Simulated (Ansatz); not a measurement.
I need harmonic frequencies at the relaxed geometry of HN (charge -1). Use Ansatz 0.2.0, Python API. Level of theory (for the species named): B3LYP, def2-SVP basis, multiplicity 2.

```xyz
2

H     0.0000    0.0000    0.0000
N     0.0000    0.0000    1.0750
```

`freq.py`
```python
"""Vibrations of HN(-)."""

from dataclasses import dataclass

import ansatz as az
import numpy as np


@dataclass
class Options:
    basis_set: str = "def2-SVP"
    xc: str = "B3LYP"
    charge: int = -1


cfg = Options()

geometry_ang = [
    ("H", (0.0, 0.0, 0.0)),
    ("N", (0.0, 0.0, 1.075)),
]
system = az.Crystal.molecule()
for symbol, xyz in geometry_ang:
    system = system.atom(symbol, xyz)

calculation = (
    system.calculation()
    .basis(gaussian=cfg.basis_set)
    .functional(cfg.xc)
    .charge(cfg.charge)
    .spin("collinear", total=1)
)
symbols = [site.symbol for site in system.cartesian_sites]
start = np.array([site.position_ang for site in system.cartesian_sites], dtype=float)
report = calculation.relax(force_tolerance=0.003).run(threads=1).report
end = np.array(report["positions_ang"])

print("final positions (A) and the move of each atom")
for symbol, xyz, old in zip(symbols, end, start):
    print(f"{symbol:2s} {xyz[0]:10.5f} {xyz[1]:10.5f} {xyz[2]:10.5f}   {np.linalg.norm(xyz - old):7.4f}")

# same settings at the minimum
minimum = az.Crystal.molecule()
for symbol, place in zip(symbols, end):
    minimum = minimum.atom(symbol, place.tolist())
vibrating = (
    minimum.calculation()
    .basis(gaussian=cfg.basis_set)  # atom-centred Gaussian functions
    .functional(cfg.xc)
    .charge(cfg.charge)
    .spin("collinear", total=1)  # two spin channels
    .phonons(temperatures=(200, 600, 100))
)
vib = vibrating.run(threads=1).report["vibrations"]
sums = vib["harmonic_sums"]
modes = [m["omega_inv_cm"] for m in sums["modes_at_gamma"] if m["rigid_motion"] == "no"]
for number, w in enumerate(modes, start=1):
    print(f"mode {number:2d} {w:9.1f} 1/cm {w / 8065.544 * 1000:8.2f} meV")
print("imaginary modes:", sum(w < 0 for w in modes), " zero-point energy:", round(sums["zero_point_energy_ev"], 4), "eV")
print("T (K)   F_vib (eV)   S_vib (meV/K)   C_vib (meV/K)")
for row in zip(sums["temperatures_k"], sums["vibrational_free_energy_ev"], vib["entropy_ev_per_k"], vib["heat_capacity_ev_per_k"]):
    print(f"{row[0]:6.1f} {row[1]:11.4f} {1000 * row[2]:13.4f} {1000 * row[3]:15.4f}")
```

```console
$ python freq.py
final positions (A) and the move of each atom
H     0.00000    0.00000   -0.00055    0.0006
N    -0.00000   -0.00000    1.07555    0.0006
mode  1    2851.3 1/cm   353.51 meV
imaginary modes: 0  zero-point energy: 0.1768 eV
T (K)   F_vib (eV)   S_vib (meV/K)   C_vib (meV/K)
 200.0      0.1768        0.0000          0.0000
 300.0      0.1768        0.0000          0.0000
 400.0      0.1768        0.0000          0.0003
 500.0      0.1767        0.0002          0.0016
 600.0      0.1767        0.0007          0.0043
```

Notes:
- These settings explore the input space; basis and method may be short of convergence.
- The frequencies are harmonic and unscaled, in a modest basis. The result belongs to the one conformer reached from this start, and soft torsions count as harmonic oscillators.
- The species is open-shell (spin multiplicity 2).
- b3lyp holds the VWN-RPA fit, as in Gaussian; the form of ORCA and Turbomole is b3lyp5.
- Anions want diffuse functions, which this basis lacks.
- Hardware and time: 2.9 s on 1 thread of Arm Neoverse V2 (shared host), peak memory 0.15 GiB.

(A comment or docstring line of the script was reworded after the run, the code is as it ran; lines on the test bed's own set-up are left out of the output.)
